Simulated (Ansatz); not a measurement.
# C3H2O3: the cost of one run

Computed with Ansatz 0.2.0 (the levels named in each step, unless a step's input says otherwise).

## 1. Starting point

Bond lengths: O1–C2 1.186 Å, C2–O3 1.357 Å, O3–C4 1.365 Å, C4–C5 1.335 Å, C2–O6 1.356 Å, C5–O6 1.365 Å, C4–H7 1.069 Å, C5–H8 1.069 Å. Angles: O1–C2–O3 125.7°, O1–C2–O6 125.8°, O3–C2–O6 108.5°, C2–O3–C4 107.2°, O3–C4–C5 108.5°, O3–C4–H7 118.0°, C5–C4–H7 133.5°, C4–C5–O6 108.5°, C4–C5–H8 133.5°, O6–C5–H8 118.0°, C2–O6–C5 107.2°.

Structure file:

```xyz
8

O     1.8828   -0.0099    0.3186
C     0.7138   -0.0040    0.1204
O    -0.0127    1.0601   -0.3040
C    -1.3104    0.6496   -0.4043
C    -1.3772   -0.6352   -0.0496
O    -0.1228   -1.0594    0.2811
H    -2.0384    1.3615   -0.7289
H    -2.1787   -1.3390    0.0168
```

## 2. A rough first relaxation, PBE-D4/def2-SVP

This run stands in another session on the same molecule. It ended at:

```xyz
8

O     1.9218   -0.0103    0.3244
C     0.7419   -0.0037    0.1266
O    -0.0095    1.0729   -0.3077
C    -1.3199    0.6562   -0.4073
C    -1.3874   -0.6415   -0.0490
O    -0.1210   -1.0725    0.2847
H    -2.0634    1.3858   -0.7403
H    -2.2063   -1.3632    0.0187
```

## 3. Relaxation, r2SCAN-D4/def2-TZVPP

The input, input.yaml:

```yaml
crystal:
  periodic: [false, false, false]
  atoms:
    - { symbol: O, position_ang: [1.92176504, -0.01030355, 0.32441638] }
    - { symbol: C, position_ang: [0.74194882, -0.00367245, 0.12657416] }
    - { symbol: O, position_ang: [-0.00945552, 1.07294831, -0.30769188] }
    - { symbol: C, position_ang: [-1.31988658, 0.65621096, -0.4072781] }
    - { symbol: C, position_ang: [-1.38735166, -0.64152039, -0.04899224] }
    - { symbol: O, position_ang: [-0.12096938, -1.07254947, 0.28473333] }
    - { symbol: H, position_ang: [-2.06340227, 1.38583567, -0.74032649] }
    - { symbol: H, position_ang: [-2.20627845, -1.36322909, 0.01867484] }
basis:
  gaussian: { orbitals: def2-TZVPP }
hamiltonian:
  xc: r2scan
  dispersion: d4
relax:
  f_tol: 0.002
  max_steps: 150
```

On the command line:

```sh
$ ansatz run input.yaml --threads 4 --pin off --max-ram 10240MiB --backend cpu --events-out ev --progress --plain --runs-dir out
```

Q: Estimate wall time and peak memory on 4 threads of Intel Xeon at 2.50GHz (Skylake/Cascade Lake), shared host.

About 49 s, with a peak of 0.49 GiB.
